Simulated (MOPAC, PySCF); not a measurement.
System: CH2, triplet: symmetric bend, bond length relaxed. Scanned: H-C-H angle. Other coordinates (C-H bond length) were minimised at PBE0/def2-TZVP. Each profile is relative to its own lowest point.

```tsv
a / °	A	B	C
180	0.8	4.6	0.7
172	0.7	4.3	0.6
164	0.4	3.4	0.3
156	0.1	2.1	0.0
148	0.0	0.9	0.0
140	0.4	0.1	0.5
132	1.5	0.0	1.9
124	3.5	1.0	4.2
116	6.4	3.3	7.8
108	10.6	7.1	12.7
100	16.2	12.7	19.2
92	23.7	20.2	27.4
84	33.1	29.8	37.4
76	—	41.7	—
68	—	56.0	—
```

Energies in kcal/mol.

Problem. Assign the columns to these levels of theory: AM1, unrestricted, heats of formation (MOPAC); unrestricted CAM-B3LYP/cc-pVTZ (PySCF 2.14.0); PM3, unrestricted, heats of formation (MOPAC).

Solution. A is PM3; B is CAM-B3LYP; C is AM1.

A dash means that the run gave no value there, or that the column was ended at a point which the program doubted or which failed a test of continuity chosen for this set; such a test can also cut sound points.

The scan ran from 180.0 to 60.0; beyond the range shown the relaxed coordinates jump or full CI changes its symmetry label.
